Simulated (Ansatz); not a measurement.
Cost and result for the atomization energy of C₂H₂FNO, SMILES `O=C=NCF` (7 atoms, 6 bonds).

```xyz
7

O     1.463    0.169    2.198
C     0.889    0.336    1.202
N     0.337    0.624    0.173
C    -0.494   -0.076   -0.732
F    -0.715   -1.369   -0.326
H    -0.017   -0.108   -1.715
H    -1.463    0.425   -0.800
```

Charge 0, multiplicity 1. All single points use the PBE0-D4/def2-TZVP geometry. It is one conformer, not always the lowest. Program: Ansatz. All runs use 2 threads of an Arm Neoverse V1 on a shared host. Times are those of one run each, without the atoms' runs, and a repeat can differ threefold. Electronic energies, without spin–orbit coupling; frozen cores. CCSD(T)/CBS adds CCSD(T) − MP2 in def2-TZVPP to the MP2 limit, and its time is that of the two runs behind it. T1 = 0.015. B3LYP takes the VWN-RPA correlation (the form of Gaussian; ORCA's B3LYP/G).

CCSD(T)/CBS is a level of theory with its own doubt, some kJ/mol a heavy atom from the limit and from the frozen cores, so smaller differences don't rank the functionals.

```json
{"level": "PBE0-D4/def2-TZVPP", "functions": "183", "wall time": "2.3 s", "atomization (kcal/mol)": "740.9", "difference from CCSD(T)/CBS": "12.4", "per bond": "2.1"}
{"level": "BHLYP-D4/def2-TZVPP", "functions": "183", "wall time": "2.4 s", "atomization (kcal/mol)": "690.8", "difference from CCSD(T)/CBS": "-37.7", "per bond": "-6.3"}
{"level": "B3LYP-D4/def2-TZVPP (with forces)", "functions": "183", "wall time": "3.1 s", "atomization (kcal/mol)": "735.7", "difference from CCSD(T)/CBS": "7.2", "per bond": "1.2"}
{"level": "CCSD(T)/def2-SVP", "functions": "80", "wall time": "3.5 s", "atomization (kcal/mol)": "691.0", "difference from CCSD(T)/CBS": "-37.5", "per bond": "-6.2"}
{"level": "r2SCAN-D4/def2-TZVPP (with forces)", "functions": "183", "wall time": "4.1 s", "atomization (kcal/mol)": "738.0", "difference from CCSD(T)/CBS": "9.5", "per bond": "1.6"}
{"level": "r2SCANh-D4/def2-TZVPP", "functions": "183", "wall time": "4.1 s", "atomization (kcal/mol)": "727.1", "difference from CCSD(T)/CBS": "-1.4", "per bond": "-0.2"}
{"level": "B2PLYP/def2-TZVPP", "functions": "183", "wall time": "4.4 s", "atomization (kcal/mol)": "729.4", "difference from CCSD(T)/CBS": "0.9", "per bond": "0.2"}
{"level": "PBE-QIDH/def2-TZVPP", "functions": "183", "wall time": "4.4 s", "atomization (kcal/mol)": "726.7", "difference from CCSD(T)/CBS": "-1.8", "per bond": "-0.3"}
{"level": "ωB97X-V/def2-TZVPP", "functions": "183", "wall time": "7 s", "atomization (kcal/mol)": "735.4", "difference from CCSD(T)/CBS": "6.9", "per bond": "1.2"}
{"level": "B97M-V/def2-TZVPP", "functions": "183", "wall time": "8.5 s", "atomization (kcal/mol)": "734.3", "difference from CCSD(T)/CBS": "5.8", "per bond": "1.0"}
{"level": "MP2/def2-QZVPP", "functions": "345", "wall time": "15 s", "atomization (kcal/mol)": "751.3", "difference from CCSD(T)/CBS": "22.8", "per bond": "3.8"}
{"level": "CCSD(T)/def2-TZVPP", "functions": "183", "wall time": "74 s", "atomization (kcal/mol)": "705.7", "difference from CCSD(T)/CBS": "-22.8", "per bond": "-3.8"}
{"level": "CCSD(T)/CBS(def2)", "functions": "–", "wall time": "89 s", "atomization (kcal/mol)": "728.5", "difference from CCSD(T)/CBS": "0.0", "per bond": "0.0"}
```

At CCSD(T), def2-SVP lies −37.4 kcal/mol from the extrapolated value and def2-TZVPP −22.8 kcal/mol: correlation converges slowly with the basis, and small sets miss more of it in the bonded molecule than in its fragments. From PBE to PBE0 (25 % exact exchange), in def2-TZVPP and without D4, the atomization energy moves by −34.0 kcal/mol: exact exchange takes away binding that semilocal exchange gives to molecules. The D4 term adds +3.8 kcal/mol with B3LYP and +2.0 kcal/mol with PBE0; it sums over pairs of atoms, weighted by their polarisabilities, and B3LYP, whose exchange is more repulsive, gets the larger term.
